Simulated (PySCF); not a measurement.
NaS⁺ at UHF-SCS-MP2

Level: UHF-SCS-MP2. Na pcseg-2, S pcseg-2; no relativity (PySCF 2.14).

For NaS⁺, the state is ³Σ⁻ (triplet), unpaired electrons π ↑↑, the bond length is 285.6 pm and the harmonic wavenumber is 186 cm⁻¹. The force constant is 0.273 mdyn/Å and the rotational constant Be is 0.1545 cm⁻¹. The anharmonicity ωexe is 2.38 cm⁻¹, the vibration–rotation constant αe is 0.00220 cm⁻¹ and the well depth De to Na⁺ + S is 48 kJ/mol. The dissociation energy D0 is 47 kJ/mol.

Correlated steps freeze 6 core orbitals. For an ion De counts to the pair picked by the measured ionisation energies or electron affinities, which need not be the lowest pair at this level. The state is the lowest determinant that a PBE0 search found; another state may lie lower at other levels.
